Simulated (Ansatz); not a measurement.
Lattice parameter a of some cubic transition metals

Method: RPBE (PAW; Ansatz, a first-principles code). References are measured values corrected to a static lattice.

Values in Å.

```json
[
 {"solid": "bcc Fe", "reference": "2.853", "RPBE": "2.861", "error (%)": "+0.28"},
 {"solid": "fcc Ag", "reference": "4.062", "RPBE": "4.211", "error (%)": "+3.67"},
 {"solid": "fcc Cu", "reference": "3.595¶", "RPBE": "3.672", "error (%)": "+2.14"},
 {"solid": "bcc W", "reference": "3.16", "RPBE": "?", "error (%)": "?"},
 {"solid": "fcc Rh", "reference": "3.794", "RPBE": "3.853", "error (%)": "+1.56"},
 {"solid": "bcc V", "reference": "3.021", "RPBE": "3.021", "error (%)": "0.00"},
 {"solid": "bcc Ta", "reference": "3.299", "RPBE": "3.339", "error (%)": "+1.21"}
]
```

Task: Estimate the withheld RPBE value.

Result: The errors of the other rows run from 0.00 % to +3.67 %, with a median of +1.38 %; carried to the reference 3.160 it gives 3.204 Å. The run gives 3.197 Å (+1.17 %), -0.22 % from the estimate; the row was drawn at random, and such an estimate is rough. Over these 7 solids the mean error is +1.43 %, the mean absolute error 1.43 % (median 1.21 %), and the worst case fcc Ag at +3.67 %; the value is too high in 6 of 7 cases.

All these references are brought to a static lattice.

Spin–orbit coupling is left out, also for the solids with elements from indium on (bcc W, bcc Ta); its size isn't shown.

¶ marks references of a special kind: fcc Cu, 3.595 Å (measured, low-temperature or extrapolated to 0 K; zero-point anharmonic expansion removed; as tabulated in Csonka et al. (2009), arXiv:0903.4037).

Differences are worked out from the printed values.

Ansatz's density-functional and Hartree–Fock values are scalar-relativistic unless marked +SOC, with PAW data made under PBE.

Ansatz's runs of these crystals have no spin polarisation, but for bcc Fe.

Density-functional runs with spin start from parallel moments for bcc Fe.

Not in this set, of the transition metals with a reference value in our tables and a result at some level: 11 for a reference at room or unstated temperature; 8 for no value at RPBE (not run, a failed fit, an unstable or unbound cell, or a value held back for tests). These can be a level's best or worst cases. Solids without a released value at any level aren't counted. Layered and molecular crystals are counted apart. The metals Ce to Yb are counted apart.

References as tabulated in Mejia-Rodriguez and Trickey (2018), arXiv:1807.09216; Csonka et al. (2009), arXiv:0903.4037.
